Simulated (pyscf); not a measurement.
Thermochemistry of product channels of H₃C–Se–CH₃ + H atom (H•) on the doublet surface, in kcal/mol, from ωB97M-D3(BJ)/def2-TZVP energies (ideal gas, 1 atm, RRHO with modes under 100 cm⁻¹ raised to 100, one conformer, R ln 2 for rigid chiral ones). Single points on ωB97X-D3(BJ)/def2-SVP structures (PySCF, gas phase).

| products | ΔE | ΔH(298 K) | ΔG(298 K) | ΔG(600 K) |
|---|---|---|---|---|
| methane (CH₄) + H₃C–Se• | (withheld) | -40.5 | -42.4 | (withheld) |
| H₃C–CH₂–Se• + hydrogen (H₂) | -27.3 | -27.2 | -28.0 | -28.7 |

Question: Some entries are withheld; supply them.

Answer: 
- methane (CH₄) + H₃C–Se•, ΔE: -43.7
- methane (CH₄) + H₃C–Se•, ΔG(600 K): -43.8

These are energies of the channels, which say nothing of barriers. Elements up to Kr have no core potential and no relativistic terms here.
